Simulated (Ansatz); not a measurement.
This Ansatz (a program for electronic structure) input (CCSD(T)/cc-pV(D+d)Z) gives -1.16348 Eh with 10 basis functions. A basis named .json is the Basis Set Exchange file of that set (core-valence sets with the plain set on hydrogen).

Ansatz 0.2 input:
```yaml
crystal:
  periodic: [false, false, false]
  atoms:
    - {symbol: H, position_ang: [-0.00000000, -0.00000000, -0.37201156]}
    - {symbol: H, position_ang: [0.00000000, 0.00000000, 0.37201156]}
basis:
  gaussian:
    orbitals: cc-pV_D+d_Z.json
magnetization: {spin_polarized: false}
correlation: {method: ccsd_t, electrons: outside_noble_gas}
```

Change:
```diff
- orbitals: cc-pV_D+d_Z.json
+ orbitals: cc-pwCVQZ.json
```

### Question
What does the run give now?

### Answer
-1.17379 Eh (CCSD(T)/cc-pwCVQZ, 60 functions), a change of -10.31 mEh.
